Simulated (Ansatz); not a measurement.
# C3H5NO, SMILES OC1=NCC1: a rigid torsion scan

Computed with Ansatz 0.2.0 through its Python package.

Notebook, run cell by cell (the value of a cell's last expression is shown):

In [1]:
```python
import ansatz as az
from ase import Atoms
```

In [2]:
```python
atoms = Atoms(["O", "C", "N", "C", "C", "H", "H", "H", "H", "H"], positions=[
    (-1.0354, 1.7866, -0.1139),
    (-0.4999, 0.6465, -0.1619),
    (-0.7232, -0.3447, -0.9554),
    (0.4324, -1.1304, -0.2569),
    (0.5816, 0.0487, 0.6541),
    (-1.7482, 1.8719, -0.8366),
    (1.2234, -1.3922, -0.9049),
    (0.0007, -2.0249, 0.2177),
    (0.3062, -0.0739, 1.7593),
    (1.5454, 0.5613, 0.6015),
])
```

In [3]:
```python
# relax first, so that the scan starts from a minimum
first = (
    az.Crystal.molecule_from_ase(atoms).calculation()
    .basis(gaussian="6-31G*")
    .functional("b3lyp")
    .relax(force_tolerance=0.02, max_steps=80)
)
atoms.positions = first.run().report["positions_ang"]
```

In [4]:
```python
start = atoms.get_dihedral(2, 1, 0, 5)
energies = {}
for turn in range(0, 360, 30):
    turned = atoms.copy()
    turned.set_dihedral(2, 1, 0, 5, start + turn, indices=[0, 5])
    calculation = az.Crystal.molecule_from_ase(turned).calculation().basis(gaussian="6-31G*").functional("b3lyp")
    energies[round((start + turn) % 360)] = calculation.run().report["free_energy_ev"]
floor = min(energies.values())
print("dihedral N2-C1-O0-H5 (deg)   E - E(min) (eV)")
for angle, e in sorted(energies.items()):
    print(f"{angle:8d} {(e - floor):14.3f}  " + "#" * int(30 * (e - floor) / max(max(energies.values()) - floor, 1e-9)))
```
```text
dihedral N2-C1-O0-H5 (deg)   E - E(min) (eV)
       0          0.000
      30          0.101  #######
      60          0.302  #####################
      90          0.412  ##############################
     120          0.364  ##########################
     150          0.260  ##################
     180          0.214  ###############
     210          0.260  ##################
     240          0.364  ##########################
     270          0.412  #############################
     300          0.301  #####################
     330          0.101  #######
```

The lowest point is at 0° and the highest at 90°, 0.412 eV (39.8 kJ/mol) above it, with the rest of the molecule held.

What to keep in mind:
- The scan is rigid and the energies are electronic, in a modest basis. With rigid groups the curve can differ much from the relaxed path, the start wasn't checked as a minimum of this torsion, and equivalent turns needn't return to the same energy.
- b3lyp holds the VWN-RPA fit, as in Gaussian; the form of ORCA and Turbomole is b3lyp5.
- Hardware and time: 41 s on 1 thread of Arm Neoverse V2, with other jobs on the host, peak memory 0.24 GiB.

(Lines on the test bed's own set-up are left out of the output.)
